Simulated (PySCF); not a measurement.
A TDDFT job was run through a driver script with this input:

```
{"job": {"kind": "uv", "xc": "B3LYP", "basis": "def2-SVPD", "nstates": 8, "ntriplets": 3}, "charge": 0, "multiplicity": 1}
C     -1.537550    -0.897844     0.715531
C     -0.493823    -0.038676     0.007050
C     -0.958879     1.414811    -0.080125
C      0.831896    -0.104345     0.733149
C      2.107644     0.191627     0.001227
P      1.952977    -1.567454     0.550494
H     -1.188489    -1.925614     0.796272
H     -1.720773    -0.518546     1.718537
H     -2.476882    -0.890559     0.167698
H     -0.352699    -0.422893    -1.010886
H     -0.211835     2.027883    -0.578996
H     -1.891395     1.481252    -0.635745
H     -1.123014     1.817586     0.916994
H      0.782090     0.277934     1.749940
H      2.048934     0.388143    -1.060627
H      2.854137     0.788157     0.509711
H      1.370663    -2.009429    -0.645534
```

The calculation used TDDFT B3LYP/def2-SVPD, vertical, gas phase, core orbitals frozen in the response (PySCF). Job line and output are in the format of a driver script around the code.

Task: What does the script print for it, SCF cycles aside?

Result: 
```
converged SCF energy = -538.2690395378

Static polarisability (au): isotropic 85.060, principal 72.097 84.245 98.837

Singlet excitations
state   eV       nm        f      main configurations
  1   6.2455    198.5   0.02527   H->L 0.89
  2   6.5090    190.5   0.02266   H->L+1 0.70, H-1->L 0.16
  3   6.7452    183.8   0.01385   H-1->L+1 0.84
  4   6.9330    178.8   0.04900   H-1->L 0.52, H->L+3 0.25, H->L+1 0.11
  5   6.9558    178.2   0.01917   H->L+2 0.79
  6   7.2892    170.1   0.01679   H->L+3 0.46, H->L+4 0.25, H->L+2 0.11
  7   7.3341    169.1   0.00674   H-1->L+2 0.74, H-1->L+3 0.10
  8   7.4333    166.8   0.27361   H->L+4 0.53, H->L+3 0.15, H-1->L 0.13

Triplet excitations (Tamm-Dancoff, eV): 5.2857 5.5171 5.7765
```

Isolated species at its GFN2-xTB geometry (one conformer only).

H and L stand for HOMO and LUMO.

On one thread, Arm Neoverse V2 (aarch64), shared host with 192 logical CPUs at a one-minute load of 21, this took 28 s of wall time and 0.85 GiB of memory at its peak.
